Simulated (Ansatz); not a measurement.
A run of Ansatz (development build ahead of 0.2.0) on doublet ClO₂ at this shape:

```xyz
3

Cl    0.0000    0.1376   -1.7237
O     0.0000   -0.5041    0.4531
O     0.0000    0.3665    1.2706
```

Its results:

```json
{
 "Converged": "yes",
 "Total energy": "-610.50738 hartree",
 "Spin squared of the determinant": "1.515",
 "Stability test": "minimum"
}
```

**Question.** Which input gives this output? Name the method, the orbitals and the basis set, and write the input.

**Answer.** ωB97X (unrestricted) in pcseg-2.

```yaml
crystal:
  periodic: [false, false, false]
  atoms:
    - { symbol: Cl, position_ang: [0.0, 0.1376, -1.7237] }
    - { symbol: O, position_ang: [0.0, -0.5041, 0.4531] }
    - { symbol: O, position_ang: [0.0, 0.3665, 1.2706] }
basis:
  gaussian: { orbitals: pcseg-2 }
magnetization:
  spin_polarized: true
  initial_magnetization: 1
hamiltonian:
  xc: { name: wB97X }
```

Caution: the unrestricted determinant is spin contaminated.
